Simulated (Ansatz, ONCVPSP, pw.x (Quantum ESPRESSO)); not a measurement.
# silicon (Si): does the ONCV potential hold in the solid?

ONCVPSP 4.0.1.1 (patched build) input, shortened (lines: element, Z, core and valence counts, functional; n l f; lmax; l rc ep ncon nbas qcut; lloc lpopt rc5 dvloc0; l nproj debl; icmod fcfact rcfact), PBE, scalar-relativistic:

```
  Si 14.00    3    2        4      upf
    1    0    2.00
    2    0    2.00
    2    1    6.00
    3    0    2.00
    3    1    2.00
    2
    0    1.75    0.00    4    7    4.20
    1    1.85    0.00    4    7    5.40
    2    1.90    0.17    4    8    5.10
    0    5    1.75    0.00
    0    0    3.80
    1    2    0.80
    2    2    1.90
    3    4.50    1.80
```

Atomic tests: cutoffs needed: 7.7 Ha and 16 Ha (the cutoffs (Ha) at which the residual kinetic energy of the hardest occupied pseudo-wave falls to 1 and 0.1 mHa per electron) The cutoffs count occupied waves only; projector 2 of the d channel, the hardest unoccupied one, needs 22 Ha at the loose tolerance.; ghost test: no bound ghost flagged; no localised positive-energy state flagged; largest excitation error: -395 meV (all-electron minus pseudo) for 3s1 3p0, out of 4 test configurations.

Crystal test: diamond Si in pw.x 7.5, no spin, 8³ k-points, Fermi–Dirac smearing 0.01 Ry, cutoffs 50/200 Ry. The reference is all-electron LAPW (Ansatz 0.2.0) with the same functional, mesh and smearing; V0 and B0 come from Birch–Murnaghan fits to the pressures at five volumes. Errors are pseudo minus all-electron; Δ is the rms difference of the E(V) curves that follow from these fits, minima aligned, over ±6 % about the mean V0. Mesh and smearing are coarse, so the numbers serve the comparison and aren't converged zero-temperature values; the lattice is a test structure that the element need not adopt.

```tsv
V (Å³/atom)	P all-electron (GPa)	P pseudo (GPa)
19.440	5.01	4.93
19.951	2.31	2.13
20.463	-0.05	-0.32
20.975	-2.12	-2.46
21.486	-3.93	-4.33
```

All-electron: a0 = 5.469 Å (V0 = 20.45 Å³/atom), B0 = 88.5 GPa.

Pseudopotential: mean pressure error (GPa): -0.25; a0 (Å): 5.464; a0 error (%): -0.10; B0 error (%): +4.9; Δ (meV/atom): 1.2.

Task: At the middle volume, how do free energy and pressure move when the wave cutoff is lowered (ecutrho kept at four times it)?

Result:

```csv
cutoff (Ry),shift of F (meV/atom),shift of P (GPa)
22,+10.0,-0.12
30,+3.3,-0.06
40,+0.4,+0.01
```

The run at the middle volume (29 k-points, 7 iterations) took about 9.2 s on one core of a shared host (Neoverse-V1, 32 threads, 124 GiB, load 24).
